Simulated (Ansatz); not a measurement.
Cartesian coordinates in Å:
```
C -0.646 -1.047 0.502
C 0.318 0.027 -0.002
C -0.376 1.377 -0.114
N 0.916 -0.289 -1.281
O 1.426 0.111 0.881
H -1.486 -1.169 -0.187
H -0.123 -2.002 0.587
H -1.058 -0.789 1.483
H -1.196 1.342 -0.835
H -0.793 1.674 0.851
H 0.348 2.125 -0.436
H 0.205 -0.343 -1.999
H 1.379 -1.189 -1.229
H 1.086 0.173 1.778
```

Charge 0, multiplicity 1.

List the PBE/def2-TZVPP orbital energies in eV (Ansatz). (An estimate is asked.)

The calculation gave: Occupied: -510.03, -379.88, -271.05, -268.68, -268.53, -25.70, -21.87, -18.44, -17.12, -14.68, -12.50, -11.60, -11.13, -10.27, -10.06, -9.59, -9.08, -8.54, -7.99, -6.30, -5.46. Lowest empty: -0.16, 1.11, 1.45, 1.70, 1.89, 2.23, 2.88, 3.17.
